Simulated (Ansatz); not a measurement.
**SiP⁺, triplet in cc-pVTZ: errors against UCCSDT(Q)**

Geometry: a PBE0/def2-TZVP stationary point for this spin.

```csv
atom,x (Å),y (Å),z (Å)
Si,0.0000,0.0000,0.0000
P,0.0000,0.0000,2.2166
```

Basis cc-pVTZ; Ansatz 0.2.0. Only valence electrons are correlated (noble-gas cores frozen), which leaves 8 electrons in 58 orbitals. R marks a restricted (for open shells ROHF) determinant, U an unrestricted one. Active spaces: valence = (8e, 8o) chosen from the atoms' valence shells.

Full CI isn't at hand for all of this; UCCSDT(Q) serves as the reference, and is uncertain by about the last step of the cluster series. The frozen core follows each run's orbitals, which can shift R against U totals by a few meV.

For open shells CISD is restricted-active-space CI with the open shells as a complete middle space.

```
UHF ⟨S²⟩                          : 2.035
T1 diagnostic (RCCSD)             : 0.0257
largest doubles amplitude (RCCSD) : 0.056
T1 diagnostic (UCCSD)             : 0.0261
```

```json
{"level": "RHF", "E − E(UCCSDT(Q)) (kJ/mol)": "559.7", "share of correlation (%)": "0.00", "wall time": "–"}
{"level": "UHF", "E − E(UCCSDT(Q)) (kJ/mol)": "545.9", "share of correlation (%)": "2.47", "wall time": "–"}
{"level": "RMP2", "E − E(UCCSDT(Q)) (kJ/mol)": "119.9", "share of correlation (%)": "78.58", "wall time": "–"}
{"level": "UMP2", "E − E(UCCSDT(Q)) (kJ/mol)": "124.3", "share of correlation (%)": "77.80", "wall time": "–"}
{"level": "CISD", "E − E(UCCSDT(Q)) (kJ/mol)": "68.5", "share of correlation (%)": "87.76", "wall time": "3.2 s"}
{"level": "RCCSD", "E − E(UCCSDT(Q)) (kJ/mol)": "33.2", "share of correlation (%)": "94.06", "wall time": "–"}
{"level": "UCCSD", "E − E(UCCSDT(Q)) (kJ/mol)": "32.6", "share of correlation (%)": "94.18", "wall time": "–"}
{"level": "RCCSD(T)", "E − E(UCCSDT(Q)) (kJ/mol)": "6.5", "share of correlation (%)": "98.84", "wall time": "5.5 s"}
{"level": "UCCSD(T)", "E − E(UCCSDT(Q)) (kJ/mol)": "6.5", "share of correlation (%)": "98.83", "wall time": "17 s"}
{"level": "BCCD(T)", "E − E(UCCSDT(Q)) (kJ/mol)": "6.5", "share of correlation (%)": "98.85", "wall time": "6 s"}
{"level": "RCCSDT", "E − E(UCCSDT(Q)) (kJ/mol)": "1.9", "share of correlation (%)": "99.66", "wall time": "–"}
{"level": "UCCSDT", "E − E(UCCSDT(Q)) (kJ/mol)": "1.7", "share of correlation (%)": "99.69", "wall time": "–"}
{"level": "RCCSDT(Q)", "E − E(UCCSDT(Q)) (kJ/mol)": "0.2", "share of correlation (%)": "99.96", "wall time": "48 s"}
{"level": "CASSCF (valence space)", "E − E(UCCSDT(Q)) (kJ/mol)": "408.1", "share of correlation (%)": "27.10", "wall time": "–"}
{"level": "NEVPT2 (valence space)", "E − E(UCCSDT(Q)) (kJ/mol)": "102.2", "share of correlation (%)": "81.74", "wall time": "4.1 s"}
{"level": "MRCISD (valence space)", "E − E(UCCSDT(Q)) (kJ/mol)": "38.9", "share of correlation (%)": "93.05", "wall time": "–"}
{"level": "MRCISD+Q (valence space)", "E − E(UCCSDT(Q)) (kJ/mol)": "7.0", "share of correlation (%)": "98.76", "wall time": "5.5 s"}
```

The correlation energy at UCCSDT(Q), counted from RHF, is -5.801 eV. That run took 63 s on 1 thread of Arm Neoverse V2, shared host.

Times hold each run's SCF and search for its determinant on a shared host, so for small cases they say little of a method's own cost; they ran on 1 thread of Arm Neoverse V2.

Natural occupations of CASSCF (valence space) about the gap: 1.987 1.975 1.894 0.998 0.998 0.055 0.055 0.036; effectively unpaired electrons, Σ n²(2−n)², 2.07.
